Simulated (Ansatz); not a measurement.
**NS+ (quintet): wave-function methods side by side, cc-pVTZ**

An exercise on one series of results from a longer session: the logs are not shown, and one member is left open.

The runs use Ansatz 0.2.0, Gaussian basis; cc-pVTZ, core rule «outside noble gas», up to 6 orbitals frozen.

To be run: UHF; CCSD(T) on ROHF; CCSD(T) on UHF; BCCD(T) on ROHF; CISD; CCSDT(Q) on ROHF; CCSDT(Q) on UHF; CASSCF and MRCISD+Q, 10 electrons in 8 orbitals; CASSCF and NEVPT2, 10 electrons in 8 orbitals.

12 further runs of the same task are left out: 4 that didn't finish, 8 set aside as unsound or not needed.

## The geometry

The geometry is a PBE0/def2-TZVP stationary point (not a proven minimum) of the parent state, kept for this charge and spin.

2 atoms, charge 1, spin multiplicity 5.

Atoms are counted from 1 here; the program's logs count them from 0.

Bond lengths: N1–S2 1.595 Å.

Set-up of the first run:

in.yaml reads:

```yaml
crystal:
  periodic: [false, false, false]
  atoms:
    - {symbol: N, position_ang: [0.000000, 0.000000, 0.000000]}
    - {symbol: S, position_ang: [0.000000, 0.000000, 1.594600]}
basis:
  gaussian: {orbitals: cc-pVTZ}
total_charge: 1
magnetization: {spin_polarized: true, initial_magnetization: 4}
hamiltonian: {xc: hf}
output: {orbitals: {seedname: orbitals}}
```

Started as:

```
ansatz run in.yaml --threads 1 --pin off --events-out ev --progress --plain --max-ram 2393MiB
```

Among the steps run: UHF; CCSD(T) on ROHF; CCSD(T) on UHF; BCCD(T) on ROHF; CISD; CCSDT(Q) on ROHF; CCSDT(Q) on UHF; CASSCF and MRCISD+Q, 10 electrons in 8 orbitals; CASSCF and NEVPT2, 10 electrons in 8 orbitals.

One table of the session follows, with a row left open; its other results are not shown here.

```
          method  from UCCSDT(Q) (meV)
            ROHF               +7651.0
             UHF               +7232.5
            RMP2               +1215.7
            UMP2               +1293.0
            CISD                +662.3
           RCCSD                +303.0
           UCCSD                +291.4
        RCCSD(T)                 +51.5
        UCCSD(T)                 +49.0
         BCCD(T)                     ?
          RCCSDT                 +14.1
          UCCSDT                  +9.7
       RCCSDT(Q)                  +4.2
       UCCSDT(Q)                     0
  CASSCF valence               +6883.6
  NEVPT2 valence               +1284.4
  MRCISD valence                +599.1
MRCISD+Q valence                 +81.3
```

Estimate the missing values for BCCD(T).

**Answer.** from UCCSDT(Q) (meV): +52.1. In the column «from UCCSDT(Q) (meV)» it lies between RCCSD(T) (+51.5) and MRCISD+Q valence (+81.3).

Caveats from the session: Restricted and unrestricted rows rest on different reference determinants; where their highest levels disagree by more than a few hundredths of an eV, they describe different states and don't form one ladder.
